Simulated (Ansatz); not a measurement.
# AlHS (triplet): the correlation ladder, def2-QZVPP

An exercise on one series of results from a longer session: the logs are not shown, and one member is left open.

Computed with Ansatz 0.2.0, Gaussian basis. Level: def2-QZVPP, core rule «outside noble gas», up to 10 orbitals frozen.

Plan: UHF; ROHF; CCSD(T) on UHF.

2 further runs of the same task are left out: 2 set aside as unsound or not needed.

**The system**

The geometry is a PBE0/def2-TZVP stationary point (not a proven minimum) of the parent state, kept for this charge and spin.

3 atoms, charge 0, spin multiplicity 3.

Atoms are counted from 1 here; the program's logs count them from 0.

Bond lengths: Al1–S2 1.999 Å, Al1–H3 1.569 Å. Angles: S2–Al1–H3 180.0°.

Set-up of the first run:

in.yaml

```yaml
crystal:
  periodic: [false, false, false]
  atoms:
    - {symbol: Al, position_ang: [0.000000, 0.000000, 0.143100]}
    - {symbol: S, position_ang: [0.000000, 0.000000, -1.855700]}
    - {symbol: H, position_ang: [0.000000, 0.000000, 1.712600]}
basis:
  gaussian: {orbitals: "def2-QZVPP.json"}
magnetization: {spin_polarized: true, initial_magnetization: 2}
hamiltonian: {xc: hf}
output: {orbitals: {seedname: orbitals}}
```

Launch:

```console
$ ansatz run in.yaml --threads 1 --pin off --events-out ev --progress --plain --max-ram 2393MiB
```

Among the steps run: UHF; ROHF; CCSD(T) on UHF.

One of the session's tables, all rows but one given; the rest of the session is left out.

It belongs to the step «Misses and costs». 

| method | from UCCSD(T) (kJ/mol) |
| --- | --- |
| ROHF | +705.4 |
| UHF | +687.4 |
| UMP2 | +114.9 |
| UCCSD | ? |
| UCCSD(T) | 0 |

Estimate the missing values for UCCSD.

**Answer.** from UCCSD(T) (kJ/mol): +30.9. In the column «from UCCSD(T) (kJ/mol)» it lies between UCCSD(T) (0) and UMP2 (+114.9).

To keep in mind: Warnings: coupled cluster took another determinant than the lowest.
